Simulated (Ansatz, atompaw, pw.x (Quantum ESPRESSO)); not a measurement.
# What a changed setting does to a pw.x run (bcc Ta)

Potential: PAW, atompaw 4.2.0.5, LDA (PW92); core [Kr] 4d10, reference 4f14 5s2 5p6 5d3.5 6s1.5 6p0; waves: 5s (bound); 6s (bound); 5p (bound); 6p (bound, empty); 5d (bound); 5d channel at 1.95 Ry; 4f (bound); 4f channel at -1.15 Ry; local part: ultrasoft scheme with l = 4 at -0.5 Ry, radius 1.75 bohr; core correction: smooth core density matched at 1.35 bohr; augmentation: sinc compensation charge, radius 2.05 bohr; PAW radius 2.40 bohr; waves and projectors: bloechl.

The reference run (k-mesh 14³, cutoffs 100/900 Ry, Fermi–Dirac 0.01 Ry, mixing_beta 0.4, conv_thr 1e-9, no spin) gives 1.06 GPa at 17.128 Å³/atom, where all-electron LAPW gives 1.38 GPa. This run, with its own iteration cap, changes startingwfc to random.

```
&control
  calculation='scf', prefix='x', pseudo_dir='./', outdir='./tmp', tstress=.true., disk_io='none'
/
&system
  ibrav=0, nat=1, ntyp=1, ecutwfc=100, ecutrho=900, nbnd=23,
  occupations='smearing', smearing='fd', degauss=0.01
/
&electrons
  conv_thr=1e-09, mixing_beta=0.4, electron_maxstep=60, startingwfc='random'
/
ATOMIC_SPECIES
Ta 1.0 Ta.UPF
CELL_PARAMETERS angstrom
  -1.62386113 1.62386113 1.62386113
  1.62386113 -1.62386113 1.62386113
  1.62386113 1.62386113 -1.62386113
ATOMIC_POSITIONS crystal
Ta 0.0000 0.0000 0.0000
K_POINTS automatic
14 14 14 0 0 0
```

```bash
pw.x < Ta.scf.in > Ta.scf.out
```

Problem. How does the run end?

Solution. It converges in 10 iterations; the free energy moves by +0.0 meV/atom and the pressure by +0.00 GPa. The result is that of the reference run.

```
Message from routine setup:
     using ibrav=0 with symmetry is DISCOURAGED, use correct ibrav instead
     lattice parameter (alat)  =       5.3151  a.u.
     unit-cell volume          =     115.5855 (a.u.)^3
     number of electrons       =        27.00
     number of Kohn-Sham states=           23
     kinetic-energy cutoff     =     100.0000  Ry
     charge density cutoff     =     900.0000  Ry
     scf convergence threshold =      1.0E-09
     Exchange-correlation= SLA PW NOGX NOGC
     number of k points=   104  Fermi-Dirac smearing, width (Ry)=  0.0100
     iteration #  1     ecut=   100.00 Ry     beta= 0.40
     total energy              =   -1211.06184846 Ry
     estimated scf accuracy    <       0.06169969 Ry
     iteration #  2     ecut=   100.00 Ry     beta= 0.40
     total energy              =   -1211.07386234 Ry
     estimated scf accuracy    <       0.00553762 Ry
     iteration #  3     ecut=   100.00 Ry     beta= 0.40
     total energy              =   -1211.07582635 Ry
     estimated scf accuracy    <       0.00155193 Ry
     iteration #  4     ecut=   100.00 Ry     beta= 0.40
     total energy              =   -1211.07618892 Ry
     estimated scf accuracy    <       0.00002002 Ry
     iteration #  5     ecut=   100.00 Ry     beta= 0.40
     total energy              =   -1211.07619034 Ry
     estimated scf accuracy    <       0.00001197 Ry
     iteration #  6     ecut=   100.00 Ry     beta= 0.40
     total energy              =   -1211.07618788 Ry
     estimated scf accuracy    <       0.00000076 Ry
     iteration #  7     ecut=   100.00 Ry     beta= 0.40
     total energy              =   -1211.07618858 Ry
     estimated scf accuracy    <       0.00000008 Ry
     iteration #  8     ecut=   100.00 Ry     beta= 0.40
     total energy              =   -1211.07618858 Ry
     estimated scf accuracy    <       0.00000001 Ry
     iteration #  9     ecut=   100.00 Ry     beta= 0.40
     total energy              =   -1211.07618862 Ry
     estimated scf accuracy    <          9.7E-09 Ry
     iteration # 10     ecut=   100.00 Ry     beta= 0.40
     the Fermi energy is    26.5571 ev
!    total energy              =   -1211.07618862 Ry
     estimated scf accuracy    <          1.2E-11 Ry
     smearing contrib. (-TS)   =      -0.00533917 Ry
     The total energy is F=E-TS. E is the sum of the following terms:
     one-electron contribution =    -436.80830054 Ry
     hartree contribution      =     151.29834801 Ry
     xc contribution           =     -45.40750985 Ry
     ewald contribution        =    -432.27457739 Ry
     one-center paw contrib.   =    -447.87880968 Ry
     convergence has been achieved in  10 iterations
          total   stress  (Ry/bohr**3)                   (kbar)     P=       10.57
     Message from routine punch:
     Nothing written, as per user request (disk_io='none')
```

The run took about 92 s on one core of a shared host (Intel(R) Xeon(R) Platinum 8488C, 96 threads, 744 GiB, load 50).
